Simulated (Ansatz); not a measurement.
# FHSSi (SMILES F[Si]S): energies and forces away from the minimum

The task here is to estimate one member of a computed series from the others.

Computed with Ansatz 0.2.0, Gaussian basis. Level: single points with forces in def2-TZVPP.

Levels: PBE-D4, r2SCAN-D4, PBE0-D4, wB97M-V, Hartree-Fock, MP2, CCSD, CCSD(T). Each coordinate is moved by a Gaussian draw of the width named (0.7 of it for atoms other than hydrogen): 0.09, 0.09, 0.09, 0.12 Å.

Correlated methods freeze the cores.

6 further runs of the same task are left out: 6 set aside as unsound or not needed.

## The starting structure

SMILES `F[Si]S`, 4 atoms, charge 0, spin multiplicity 1.

Atoms are counted from 1 here; the program's logs count them from 0.

Bond lengths: F1–Si2 1.589 Å, Si2–S3 2.139 Å, S3–H4 1.265 Å. Angles: F1–Si2–S3 105.6°, Si2–S3–H4 98.4°.

As a file:

```xyz
4

F    -1.1807    0.0366    1.1493
Si    0.0627    0.9442    0.7554
S     0.9758   -0.0237   -0.9199
H     0.1977   -1.0174   -1.0051
```

Set-up of the first run:

Contents of pre/in.yaml:

```yaml
crystal:
  periodic: [false, false, false]
  atoms:
    - {symbol: F, position_ang: [-1.180700, 0.036600, 1.149300]}
    - {symbol: Si, position_ang: [0.062700, 0.944200, 0.755400]}
    - {symbol: S, position_ang: [0.975800, -0.023700, -0.919900]}
    - {symbol: H, position_ang: [0.197700, -1.017400, -1.005100]}
basis:
  gaussian: {orbitals: def2-SVP}
hamiltonian: {xc: pbe, dispersion: d4}
relax: {f_tol: 0.03, max_steps: 250}
```

No record of the launch command was kept for these runs.

Steps of the session up to this table: A first relaxation in a small basis; Finding the minimum; Reference energies at the minimum; Structure 1, width 0.09 Å; Structure 2, width 0.09 Å; Structure 3, width 0.09 Å; Structure 4, width 0.12 Å.

One table of the session follows, with a row left open; its other results are not shown here.

| method | RMS force component (eV/Å) | angle to CCSD(T) forces (°) | dipole (D) |
| --- | --- | --- | --- |
| PBE-D4 | 4.755 | 3.7 | 0.98 |
| r2SCAN-D4 | 4.704 | 1.0 | 1.01 |
| PBE0-D4 | 4.726 | 0.9 | 1.04 |
| wB97M-V | ? | ? | ? |
| CCSD(T) | 4.683 | reference | 1.03 |

Q: Estimate the row for wB97M-V from the others.

As computed: RMS force component (eV/Å): 4.640; angle to CCSD(T) forces (°): 0.9; dipole (D): 1.04. In the column «RMS force component (eV/Å)» it is the lowest.
